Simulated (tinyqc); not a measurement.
ROHF in the sto-3g basis, for NH3+, spin multiplicity 2, step by step. One step of it, computed by the program tinyqc.

Task: Iteration 2: diagonalisation and new density. Diagonalise F' = X^T F X, C = X C', fill 5 alpha and 4 beta electrons from the bottom; D(s) = C_occ C_occ^T. Each column has its largest component positive (the first on a tie).

effective F (hartree):
```
             1N 1s      1N 2s     1N 2px     1N 2py     1N 2pz      2H 1s      3H 1s      4H 1s
1N 1s   -14.508631  -3.739715  -0.000012   0.000000   0.001993  -0.575235  -0.575213  -0.575213
1N 2s    -3.739715  -1.758816   0.002262   0.000000   0.030521  -0.568587  -0.569132  -0.569132
1N 2px   -0.000012   0.002262   0.017042   0.000000  -0.000117  -0.248026   0.121866   0.121866
1N 2py    0.000000   0.000000   0.000000  -0.271789   0.000000   0.000000  -0.289674   0.289674
1N 2pz    0.001993   0.030521  -0.000117   0.000000  -0.139967   0.031414   0.031110   0.031110
2H 1s    -0.575235  -0.568587  -0.248026   0.000000   0.031414  -0.363476  -0.151216  -0.151216
3H 1s    -0.575213  -0.569132   0.121866  -0.289674   0.031110  -0.151216  -0.366173  -0.129317
4H 1s    -0.575213  -0.569132   0.121866   0.289674   0.031110  -0.151216  -0.129317  -0.366173
```

X:
```
                1          2          3          4          5          6          7          8
1N 1s   -0.373433   0.000938   0.000000   0.811013   0.489497   0.000000  -0.000145   0.182799
1N 2s    1.180827  -0.002229   0.000000  -0.013810   0.067066   0.000000  -0.000261   0.483628
1N 2px   0.002167   0.934647   0.000000  -0.000083  -0.000018   0.000000   0.631566   0.000271
1N 2py   0.000000   0.000000   0.934347   0.000000   0.000000   0.631613   0.000000   0.000000
1N 2pz  -0.075824   0.000114   0.000000  -0.530757   0.845250   0.000000   0.000001  -0.031605
2H 1s   -0.546791  -0.852218   0.000000  -0.170633  -0.102589   0.000000   0.460951   0.309479
3H 1s   -0.543571   0.427745  -0.738724  -0.170744  -0.102651   0.399436  -0.230816   0.309063
4H 1s   -0.543571   0.427745   0.738724  -0.170744  -0.102651  -0.399436  -0.230816   0.309063
```

Give: F' = X^T F X; orbital energies; coefficients C; D(alpha) after iteration 2; D(beta) after iteration 2.

Result:

F' = X^T F X (hartree):
```
        1       2      3       4       5       6       7       8
1  -0.264  -0.003  0.000   1.627   0.995   0.000   0.008   0.378
2  -0.003   0.380  0.000  -0.008  -0.005   0.000   0.171   0.003
3   0.000   0.000  0.304   0.000   0.000   0.033   0.000   0.000
4   1.627  -0.008  0.000  -9.071  -5.612   0.000   0.005  -3.749
5   0.995  -0.005  0.000  -5.612  -3.665   0.000   0.003  -2.363
6   0.000   0.000  0.033   0.000   0.000  -0.476   0.000   0.000
7   0.008   0.171  0.000   0.005   0.003   0.000  -0.274  -0.001
8   0.378   0.003  0.000  -3.749  -2.363   0.000  -0.001  -2.453
```

orbital energies (hartree): MO1 -14.518, MO2 -0.900, MO3 -0.478, MO4 -0.317, MO5 -0.140, MO6 0.106, MO7 0.305, MO8 0.422

coefficients C:
```
           MO1     MO2     MO3     MO4     MO5     MO6     MO7     MO8
1N 1s    0.993  -0.230   0.000   0.005  -0.028  -0.175   0.000   0.002
1N 2s    0.032   0.816   0.000  -0.026   0.131   0.974   0.000  -0.010
1N 2px   0.000  -0.002   0.000   0.390   0.003   0.022   0.000   1.058
1N 2py   0.000   0.000   0.591   0.000   0.000   0.000   0.961   0.000
1N 2pz  -0.001  -0.036   0.000  -0.002   0.990  -0.145   0.000   0.001
2H 1s   -0.006   0.160   0.000   0.667  -0.048  -0.629   0.000  -0.710
3H 1s   -0.005   0.156   0.431  -0.310  -0.053  -0.639  -0.721   0.367
4H 1s   -0.005   0.156  -0.431  -0.310  -0.053  -0.639   0.721   0.367
```

D(alpha) after iteration 2:
```
         1N 1s   1N 2s  1N 2px  1N 2py  1N 2pz   2H 1s   3H 1s   4H 1s
1N 1s    1.039  -0.160   0.002   0.000  -0.020  -0.038  -0.041  -0.041
1N 2s   -0.160   0.685  -0.011   0.000   0.100   0.107   0.128   0.128
1N 2px   0.002  -0.011   0.152   0.000   0.002   0.259  -0.121  -0.121
1N 2py   0.000   0.000   0.000   0.349   0.000   0.000   0.255  -0.255
1N 2pz  -0.020   0.100   0.002   0.000   0.982  -0.055  -0.058  -0.058
2H 1s   -0.038   0.107   0.259   0.000  -0.055   0.473  -0.180  -0.180
3H 1s   -0.041   0.128  -0.121   0.255  -0.058  -0.180   0.309  -0.062
4H 1s   -0.041   0.128  -0.121  -0.255  -0.058  -0.180  -0.062   0.309
```

D(beta) after iteration 2:
```
         1N 1s   1N 2s  1N 2px  1N 2py  1N 2pz   2H 1s   3H 1s   4H 1s
1N 1s    1.039  -0.157   0.002   0.000   0.008  -0.039  -0.043  -0.043
1N 2s   -0.157   0.668  -0.011   0.000  -0.030   0.113   0.135   0.135
1N 2px   0.002  -0.011   0.152   0.000  -0.001   0.260  -0.121  -0.121
1N 2py   0.000   0.000   0.000   0.349   0.000   0.000   0.255  -0.255
1N 2pz   0.008  -0.030  -0.001   0.000   0.001  -0.007  -0.005  -0.005
2H 1s   -0.039   0.113   0.260   0.000  -0.007   0.471  -0.182  -0.182
3H 1s   -0.043   0.135  -0.121   0.255  -0.005  -0.182   0.306  -0.065
4H 1s   -0.043   0.135  -0.121  -0.255  -0.005  -0.182  -0.065   0.306
```
